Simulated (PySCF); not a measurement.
# ketene: calculation against experiment

**The experiment to reproduce.**

NIST CCCBDB Release 22 (SRD 101), experimental dipoles lists, for the gas: dipole moment (microwave Stark effect) 1.42 D.

The runs below try to reproduce these values; the comparison stands at the end.

Compound: ketene, C2H2O.
Atom-mapped SMILES: `[CH2:1]=[C:2]=[O:3]` (hydrogens: H4, H5 on C1)

Cartesian coordinates in Å at the B3LYP/6-31+G* level; atoms count from 1:
```xyz
5
C2H2O angstrom
C     -0.630    0.010    0.198
C      0.627   -0.023   -0.194
O      1.745   -0.052   -0.542
H     -1.225   -0.896    0.174
H     -1.064    0.942    0.540
```

The PySCF runs (gas phase, on this B3LYP/6-31+G* geometry; no spin–orbit coupling):

```csv
level,job,basis functions,wall time
"B3LYP/6-31+G*, grid level 1",geometry optimisation from a GFN2-xTB start,58,2.0 s
```

Hardware: Arm Neoverse V2, one thread, no GPU, shared host.

All basis functions are spherical.

Results beside the measurements:

**Dipole moment.** Measured: 1.42 D (NIST CCCBDB Release 22 (SRD 101), experimental dipoles).

| level | computed (D) | computed − measured (D) | % (from the printed values) |
| --- | --- | --- | --- |
| B3LYP/6-31+G* | 1.62 | +0.20 | +14 |

The computed dipoles belong to one fixed geometry; measured ones are averaged over vibrations unless marked μe. Magnitudes are compared, not signs.

No measured geometry was used, and the causes of the misses weren't examined.
